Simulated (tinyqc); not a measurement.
Geometry optimisation on the UHF/sto-6g surface (energies and gradients from PySCF), for H2O, spin multiplicity 3, step by step. Computed by tinyqc, a small Python program that keeps every step (integrals from PySCF). Settings: charge = 0, multiplicity = 3, basis = sto-6g, optimiser = bfgs, first Hessian = 0.6, largest step = 0.1, iteration cap = 30. Command: `OMP_NUM_THREADS=1 python tinyqc.py 20695 20696 out.jsonl` (the two numbers bound the seeds that draw the settings). One thread of a shared host (Intel(R) Xeon(R) Processor @ 2.60GHz), about 6 s of CPU time with the checks.

## Step 1: energy and gradient

positions at the start (bohr), order 1O, 2H, 3H:
```
[[-0.0643, 0.0170, -0.0491],
 [0.0567, 1.5552, 1.2264],
 [0.0472, -1.6025, 1.1187]]
```

Self-consistent energy and analytic gradient at these positions.

energy = -75.386809 hartree

gradient (hartree/bohr), order 1O, 2H, 3H:
```
[[0.013199, 0.001981, 0.138769],
 [-0.007274, -0.145114, -0.076853],
 [-0.005926, 0.143133, -0.061916]]
```

## Step 1: move

Quasi-Newton step p = -H^(-1) g (first H = 0.6 times the unit matrix); steps longer than 0.1 bohr are cut back (factor 0.225 here).

positions after step 1 (bohr), order 1O, 2H, 3H:
```
[[-0.0692, 0.0163, -0.1013],
 [0.0594, 1.6098, 1.2553],
 [0.0495, -1.6563, 1.1420]]
```

## Step 2: energy and gradient

As before.

energy = -75.408824 hartree

gradient (hartree/bohr), order 1O, 2H, 3H:
```
[[0.008122, 0.031550, 0.085471],
 [-0.005660, -0.116120, -0.059808],
 [-0.002462, 0.084570, -0.025662]]
```

## Step 2: move

inverse Hessian in use (bohr^2/hartree):
```
[[1.6650, 0.0280, -0.0175, -0.0002, -0.0067, -0.0020, 0.0019, -0.0214, 0.0194],
 [0.0280, 1.6751, 0.2949, -0.0156, -0.3121, -0.1650, -0.0124, 0.3036, -0.1298],
 [-0.0175, 0.2949, 1.4839, -0.0020, -0.0712, -0.0211, 0.0194, -0.2237, 0.2039],
 [-0.0002, -0.0156, -0.0020, 1.6674, 0.0158, 0.0075, -0.0005, -0.0002, -0.0055],
 [-0.0067, -0.3121, -0.0712, 0.0158, 2.0153, 0.1673, -0.0091, -0.0366, -0.0962],
 [-0.0020, -0.1650, -0.0211, 0.0075, 0.1673, 1.7461, -0.0055, -0.0023, -0.0583],
 [0.0019, -0.0124, 0.0194, -0.0005, -0.0091, -0.0055, 1.6653, 0.0216, -0.0139],
 [-0.0214, 0.3036, -0.2237, -0.0002, -0.0366, -0.0023, 0.0216, 1.3996, 0.2260],
 [0.0194, -0.1298, 0.2039, -0.0055, -0.0962, -0.0583, -0.0139, 0.2260, 1.5211]]
```

Quasi-Newton step p = -H^(-1) g (the inverse Hessian comes from BFGS updates; coordinates in the order x, y, z of each atom); steps longer than 0.1 bohr are cut back (factor 0.272 here).

positions after step 2 (bohr), order 1O, 2H, 3H:
```
[[-0.0723, -0.0255, -0.1343],
 [0.0628, 1.6808, 1.2906],
 [0.0493, -1.6855, 1.1397]]
```

## Convergence

Stop when the largest gradient component is below 3e-5 hartree/bohr. The inverse Hessian follows the BFGS update with s = step, y = change of gradient.

Course of the optimisation:
```
step  E (hartree)  largest gradient (hartree/bohr)
1      -75.386809                         1.45e-01
2      -75.408824                         1.16e-01
3      -75.433248                         2.01e-01
4      -75.461477                         1.81e-01
5      -75.484841                         1.38e-01
6      -75.502304                         9.72e-02
7      -75.514886                         6.57e-02
8      -75.523934                         4.52e-02
9      -75.530519                         3.32e-02
10     -75.535346                         2.49e-02
11     -75.538904                         1.88e-02
12     -75.541539                         1.43e-02
13     -75.543503                         1.10e-02
14     -75.544976                         8.46e-03
15     -75.546086                         6.56e-03
16     -75.546928                         5.10e-03
17     -75.547570                         3.98e-03
18     -75.548060                         3.11e-03
19     -75.548436                         2.43e-03
20     -75.548725                         2.03e-03
21     -75.548948                         1.92e-03
22     -75.549120                         1.82e-03
23     -75.549254                         1.73e-03
24     -75.549358                         1.64e-03
25     -75.549438                         1.55e-03
26     -75.549502                         1.46e-03
27     -75.549551                         1.37e-03
28     -75.549590                         1.28e-03
29     -75.549620                         1.20e-03
30     -75.549644                         1.11e-03
```

Distances after the last move, whose energy is not in the table (angstrom):
```
pair   distance
2H-1O    3.2243
3H-1O    1.0126
3H-2H    2.9574
```

Not converged within 30 steps: the energy falls at every step, but slowly. Reruns: method bfgs, first Hessian 0.6, largest step 0.3: not converged.
